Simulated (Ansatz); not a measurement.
Two isomers of C3H5NO: A = `NC1CC1=O`, B = `N#CCCO`.

Isolated molecules relaxed with PBE0-D4/def2-TZVP in Ansatz; ΔE leaves out vibrations. CBS: MP2 limit from def2 TZ/QZ plus the TZ coupled-cluster correction, frozen cores. Functionals use def2-TZVPP. One conformer a species, not always the lowest.

(1) Which isomer does CCSD(T)/CBS put lower? Give the gap. (An estimate is asked.)

(2) Give E(B) − E(A) in kJ/mol with PBE0-D4, ωB97M-V, HF/def2-TZVPP, r2SCAN-D4, CCSD(T)/def2-TZVPP, LDA (SPW92), CCSD(T)/def2-SVP. (Best estimate.)

(3) Does the order hold for the free energy at 298.15 K (harmonic terms from PBE0-D4)? (Estimate.)

Largest T1 diagnostic: 0.014.

Answers

(1) Ansatz gave: B, by 150.8 kJ/mol.

(2) The calculation gave: PBE0-D4 -115.0, ωB97M-V -136.5, HF/def2-TZVPP -173.3, r2SCAN-D4 -121.1, CCSD(T)/def2-TZVPP -154.7, LDA (SPW92) -87.3, CCSD(T)/def2-SVP -148.5. None reverses the order clearly.

(3) Computed: Yes: G(B) − G(A) = -149.0 kJ/mol, for one conformer each.

In def2-TZVPP, CCSD(T) changes the Hartree–Fock value by +18.6 kJ/mol (the triples alone add +3.3 kJ/mol) and MP2 by +15.8 kJ/mol. From BLYP to BHLYP (50 % exact exchange), in def2-TZVPP and without D4, E(B) − E(A) moves by −10.0 kJ/mol.
